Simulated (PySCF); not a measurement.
Basis-set dependence of population analyses: `C=CC(Cl)Cl`

Compound: C₃H₄Cl₂.
Z-matrix (Å and degrees, PBE0-D3(BJ)/def2-SVP geometry), rows numbered from 1:
```
C 
C   1  1.3322
C   2  1.4863  1  122.99
Cl  3  1.7863  2  110.25  1   117.91
Cl  3  1.7856  2  110.30  1  -120.11
H   1  1.0925  2  121.13  3  -179.89
H   1  1.0944  2  121.65  3     0.08
H   2  1.0949  1  121.72  3   179.87
H   3  1.0965  2  112.27  1    -1.04
```

PBE0 throughout (PySCF), one geometry, spherical d and f functions. One conformer (not necessarily the lowest) at the PBE0-D3(BJ)/def2-SVP geometry, without solvent, vibrations or thermal averaging. Atoms taken as equivalent share a column and are averaged. The first 7 of 8 kinds of atom are listed.

Mulliken charges (e):

| basis | functions | C1 | C2 | C3 | Cl4/Cl5 | H6 | H7 | H8 |
| --- | --- | --- | --- | --- | --- | --- | --- | --- |
| STO-3G | 37 | -0.147 | -0.069 | -0.019 | -0.106 | +0.102 | +0.095 | +0.108 |
| 6-31G | 61 | -0.337 | -0.009 | -0.697 | +0.094 | +0.185 | +0.175 | +0.211 |
| pcSseg-0 | 61 | -0.385 | -0.115 | -0.721 | +0.061 | +0.243 | +0.233 | +0.264 |
| 6-31G* | 86 | -0.377 | -0.047 | -0.445 | +0.006 | +0.195 | +0.185 | +0.208 |
| def2-SVP | 98 | -0.063 | -0.020 | -0.028 | -0.103 | +0.071 | +0.060 | +0.065 |
| cc-pVDZ | 98 | -0.013 | +0.006 | -0.186 | -0.047 | +0.064 | +0.052 | +0.047 |
| pcSseg-1 | 119 | -0.146 | -0.114 | -0.240 | -0.056 | +0.141 | +0.131 | +0.141 |
| aug-cc-pVDZ | 159 | +0.313 | +1.441 | -0.449 | -0.029 | -0.336 | -0.388 | -0.424 |
| 6-311+G(2d,p) | 175 | -0.574 | -0.085 | +0.467 | -0.178 | +0.134 | +0.120 | +0.126 |
| def2-TZVP | 191 | -0.264 | -0.139 | +0.050 | -0.105 | +0.142 | +0.136 | +0.140 |
| cc-pVTZ | 214 | -0.244 | -0.081 | -0.010 | -0.102 | +0.132 | +0.119 | +0.146 |
| IGLO-III | 233 | -0.227 | -0.052 | -0.260 | +0.033 | +0.118 | +0.097 | +0.131 |

IAO charges (e):

| basis | functions | C1 | C2 | C3 | Cl4/Cl5 | H6 | H7 | H8 |
| --- | --- | --- | --- | --- | --- | --- | --- | --- |
| STO-3G | 37 | -0.236 | -0.149 | -0.153 | -0.038 | +0.151 | +0.141 | +0.153 |
| 6-31G | 61 | -0.286 | -0.144 | -0.126 | -0.066 | +0.170 | +0.156 | +0.169 |
| pcSseg-0 | 61 | -0.273 | -0.144 | -0.144 | -0.056 | +0.165 | +0.150 | +0.165 |
| 6-31G* | 86 | -0.278 | -0.141 | -0.097 | -0.070 | +0.163 | +0.150 | +0.162 |
| def2-SVP | 98 | -0.279 | -0.136 | -0.086 | -0.067 | +0.158 | +0.145 | +0.157 |
| cc-pVDZ | 98 | -0.285 | -0.141 | -0.085 | -0.072 | +0.163 | +0.150 | +0.162 |
| pcSseg-1 | 119 | -0.284 | -0.142 | -0.091 | -0.071 | +0.164 | +0.151 | +0.162 |
| aug-cc-pVDZ | 159 | -0.296 | -0.143 | -0.081 | -0.077 | +0.168 | +0.155 | +0.166 |
| 6-311+G(2d,p) | 175 | -0.296 | -0.143 | -0.089 | -0.073 | +0.168 | +0.155 | +0.166 |
| def2-TZVP | 191 | -0.297 | -0.141 | -0.089 | -0.071 | +0.167 | +0.154 | +0.165 |
| cc-pVTZ | 214 | -0.297 | -0.142 | -0.086 | -0.073 | +0.167 | +0.155 | +0.166 |
| IGLO-III | 233 | -0.300 | -0.141 | -0.095 | -0.068 | +0.167 | +0.155 | +0.166 |

Hirshfeld charges (e):

```json
{"basis": "STO-3G", "functions": "37", "C1": "-0.034", "C2": "-0.023", "C3": "+0.189", "Cl4/Cl5": "-0.150", "H6": "+0.041", "H7": "+0.036", "H8": "+0.041"}
{"basis": "6-31G", "functions": "61", "C1": "-0.074", "C2": "-0.052", "C3": "+0.055", "Cl4/Cl5": "-0.080", "H6": "+0.061", "H7": "+0.055", "H8": "+0.056"}
{"basis": "pcSseg-0", "functions": "61", "C1": "-0.070", "C2": "-0.056", "C3": "+0.051", "Cl4/Cl5": "-0.065", "H6": "+0.059", "H7": "+0.052", "H8": "+0.047"}
{"basis": "6-31G*", "functions": "86", "C1": "-0.076", "C2": "-0.048", "C3": "+0.061", "Cl4/Cl5": "-0.084", "H6": "+0.060", "H7": "+0.054", "H8": "+0.057"}
{"basis": "def2-SVP", "functions": "98", "C1": "-0.081", "C2": "-0.060", "C3": "+0.041", "Cl4/Cl5": "-0.056", "H6": "+0.058", "H7": "+0.052", "H8": "+0.049"}
{"basis": "cc-pVDZ", "functions": "98", "C1": "-0.077", "C2": "-0.054", "C3": "+0.043", "Cl4/Cl5": "-0.064", "H6": "+0.058", "H7": "+0.053", "H8": "+0.051"}
{"basis": "pcSseg-1", "functions": "119", "C1": "-0.077", "C2": "-0.059", "C3": "+0.035", "Cl4/Cl5": "-0.058", "H6": "+0.060", "H7": "+0.054", "H8": "+0.050"}
{"basis": "aug-cc-pVDZ", "functions": "159", "C1": "-0.084", "C2": "-0.069", "C3": "+0.016", "Cl4/Cl5": "-0.046", "H6": "+0.062", "H7": "+0.057", "H8": "+0.054"}
{"basis": "6-311+G(2d,p)", "functions": "175", "C1": "-0.081", "C2": "-0.068", "C3": "+0.014", "Cl4/Cl5": "-0.047", "H6": "+0.061", "H7": "+0.056", "H8": "+0.055"}
{"basis": "def2-TZVP", "functions": "191", "C1": "-0.083", "C2": "-0.064", "C3": "+0.022", "Cl4/Cl5": "-0.051", "H6": "+0.060", "H7": "+0.056", "H8": "+0.055"}
{"basis": "cc-pVTZ", "functions": "214", "C1": "-0.083", "C2": "-0.060", "C3": "+0.025", "Cl4/Cl5": "-0.054", "H6": "+0.060", "H7": "+0.055", "H8": "+0.054"}
{"basis": "IGLO-III", "functions": "233", "C1": "-0.087", "C2": "-0.071", "C3": "+0.013", "Cl4/Cl5": "-0.038", "H6": "+0.060", "H7": "+0.056", "H8": "+0.052"}
```

Task: Which scheme is steadiest as the basis changes?

Result: Largest range over the bases for any column: IAO 0.07 e, Hirshfeld 0.18 e, Mulliken 1.58 e. IAO charges move least and Mulliken charges most, counted in e. Without the minimal STO-3G basis the ranges are IAO 0.06, Hirshfeld 0.05, Mulliken 1.58 e.

Task: How much do the charges still move between the two largest bases, cc-pVTZ and IGLO-III?

Result: At most, over all atoms: Mulliken 0.250 e, IAO 0.008 e, Hirshfeld 0.017 e.

Task: What do the same runs give for the total energy, the frontier levels and the dipole moment?

Result: 
```
        basis  energy (Eh)  HOMO (eV)  LUMO (eV)  μ (D)
       STO-3G   -1025.2565      -6.74       1.75   2.63
        6-31G   -1036.5485      -8.13      -0.63   2.65
     pcSseg-0   -1035.3320      -8.35      -0.86   2.67
       6-31G*   -1036.6092      -8.00      -0.54   2.35
     def2-SVP   -1036.2754      -8.03      -0.60   2.03
      cc-pVDZ   -1036.6688      -8.05      -0.64   2.15
     pcSseg-1   -1036.5971      -8.21      -0.84   2.27
  aug-cc-pVDZ   -1036.6814      -8.17      -0.93   2.15
6-311+G(2d,p)   -1036.7106      -8.16      -0.94   2.14
    def2-TZVP   -1036.7222      -8.13      -0.82   2.07
      cc-pVTZ   -1036.7337      -8.13      -0.79   2.11
     IGLO-III   -1036.7167      -8.08      -0.81   1.94
```

The dipole is fixed by the density alone, so its range of 0.73 D shows that the density itself changes with the basis, not only its division among atoms.
